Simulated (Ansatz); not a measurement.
**AlBFH₃: functionals against CCSD(T) at one geometry**

An exercise on one series of results from a longer session: the logs are not shown, and one member is left open.

The runs use Ansatz 0.2.0, Gaussian basis; single points in def2-TZVPP.

Correlated methods freeze the cores.

## The starting structure

SMILES `F[BH][AlH2]`, 6 atoms, charge 0, spin multiplicity 1.

Atoms are counted from 1 here; the program's logs count them from 0.

Bond lengths: F1–B2 1.575 Å, B2–Al3 2.119 Å, B2–H4 0.975 Å, Al3–H5 1.850 Å, Al3–H6 1.657 Å. Angles: F1–B2–Al3 89.6°, F1–B2–H4 102.2°, Al3–B2–H4 168.1°, B2–Al3–H5 111.6°, B2–Al3–H6 137.6°, H5–Al3–H6 109.6°.

As a file:

```xyz
6

F     0.0907   -1.4292   -1.0267
B    -1.0246   -0.6637   -0.2192
Al    0.4144    0.7746    0.3731
H    -1.8190   -1.1966   -0.4087
H     2.1172    0.2955   -0.1678
H     0.5048    2.0553    1.4210
```

The first run:

Contents of run/in.yaml:

```yaml
crystal:
  periodic: [false, false, false]
  atoms:
    - {symbol: F, position_ang: [0.090700, -1.429200, -1.026700]}
    - {symbol: B, position_ang: [-1.024600, -0.663700, -0.219200]}
    - {symbol: Al, position_ang: [0.414400, 0.774600, 0.373100]}
    - {symbol: H, position_ang: [-1.819000, -1.196600, -0.408700]}
    - {symbol: H, position_ang: [2.117200, 0.295500, -0.167800]}
    - {symbol: H, position_ang: [0.504800, 2.055300, 1.421000]}
basis:
  gaussian: {orbitals: def2-TZVPP}
correlation: {method: ccsd_t}
output: {forces: true}
```

No record of the launch command was kept for these runs.

Steps of the session up to this table: CCSD(T)/def2-TZVPP; PBE0-D4/def2-TZVPP; wB97M-V/def2-TZVPP; r2SCAN-D4/def2-TZVPP; PBE-D4/def2-TZVPP; HSE06-D4/def2-TZVPP; B97M-V/def2-TZVPP.

One of the session's tables, all rows but one given; the rest of the session is left out.

| method | RMS force component (eV/Å) | angle to CCSD(T) forces (°) | dipole (D) |
| --- | --- | --- | --- |
| CCSD(T) | 3.585 | reference | 2.81 |
| PBE0-D4 | 3.612 | 0.9 | 2.74 |
| wB97M-V | 3.542 | 0.9 | 2.86 |
| r2SCAN-D4 | 3.555 | 1.0 | 2.67 |
| PBE-D4 | ? | ? | ? |
| HSE06-D4 | 3.613 | 0.9 | 2.73 |
| B97M-V | 3.503 | 1.2 | 2.88 |

Estimate the missing values for PBE-D4.

As computed: RMS force component (eV/Å): 3.523; angle to CCSD(T) forces (°): 2.8; dipole (D): 2.48. In the column «RMS force component (eV/Å)» it lies between B97M-V (3.503) and wB97M-V (3.542).
